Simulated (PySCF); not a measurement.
**NaF: from the state search to spectroscopic constants**

An exercise on one series of results from a longer session: the logs are not shown, and one member is left open.

Program: PySCF 2.14.0. Level of theory: Na x2c-TZVPPall, F x2c-TZVPPall, spin-free X2C with a Gaussian nucleus. These are calculated values, not measurements.

Set-up of the first run:

Settings of the job:

| Item | Value |
| --- | --- |
| atoms | Na, F |
| charge | 0 |
| basis | Na x2c-TZVPPall, F x2c-TZVPPall |
| Hamiltonian | spin-free X2C with a Gaussian nucleus |
| basis functions | 63 |
| electrons treated | 20 |
| masses in u | 22.9898, 18.9984 |
| levels | PBE0, PBE, r²SCAN, MN15, r²SCAN0, B97-3, BP86, ωB97M-V, HF, MP2, SCS-MP2, CCSD, CCSD(T) |
| grid | 80 radial by 434 angular points |
| occupations | held fixed by the projection of orbital angular momentum |
| dissociation limit | Na + F, each in its ground configuration |
| starting distance in angstrom | 2.190 |
| values of 2S to try | 0, 2 |

The run is started by

```sh
$ OMP_NUM_THREADS=1 python dia.py task.json out
```

Steps of the session up to this table: Set-up; PBE0 along the bond; Excited determinants; PBE; r²SCAN; MN15 (hybrid meta-GGA); r²SCAN0; B97-3; BP86 (GGA); ωB97M-V; RHF (mean field); Correlated methods on the Hartree–Fock reference.

One of the session's tables, all rows but one given; the rest of the session is left out.

Differences from CCSD(T) in the same basis:

```
      level  Re (mÅ)  ωe (%)
        RHF       -4    +1.6
    RHF-MP2       +5    -0.9
RHF-SCS-MP2       +6    -0.9
   RHF-CCSD       -2    +0.6
        PBE      +20    -4.7
       BP86      +22    -5.3
     r²SCAN       +6    -1.3
       PBE0       +2    -1.1
    r²SCAN0       -5    +0.8
      B97-3        ?       ?
       MN15      +15    -3.9
    ωB97M-V       +5    -0.9
```

Estimate the missing values for B97-3.

The run gave: Re (mÅ): +11; ωe (%): -2.0. In the column «Re (mÅ)» it lies between r²SCAN (+6) and MN15 (+15).
